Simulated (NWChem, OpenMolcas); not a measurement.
# How basis sets differ on BH2ClO (SMILES OBCl)

BH2ClO: 5 atoms, total charge 0, spin state singlet. SMILES: `OBCl`. Geometry: relaxed at PBE0-D4/def2-TZVP. This is one conformer, not always the lowest.

Quantity: the HOMO–LUMO gap, in eV. The values are calculated.

| level | kind | program | value (eV) | CPU time |
| --- | --- | --- | --- | --- |
| HF/ANO-R0 (sfX2C) | Hartree–Fock | OpenMolcas | 15.54 | 3.7 s |
| HF/ANO-RCC-MB (DKH2) | Hartree–Fock | OpenMolcas | 16.15 | 2.7 s |
| HF/STO-3G | Hartree–Fock | NWChem | 18.10 | 1.1 s |
| HF/3-21G | Hartree–Fock | OpenMolcas | 16.32 | 1.8 s |
| HF/6-31G* (Cartesian functions) | Hartree–Fock | OpenMolcas | 16.43 | 4.9 s |
| HF/def2-SVPD | Hartree–Fock | OpenMolcas | 14.38 | 6.4 s |

The values span 14.38 to 18.10 eV. A Hartree–Fock LUMO above zero doesn't converge with the basis: it sinks as sets grow more diffuse. Orbital gaps aren't excitation energies. CPU times are rough (shared hosts, several kinds of processor and program).
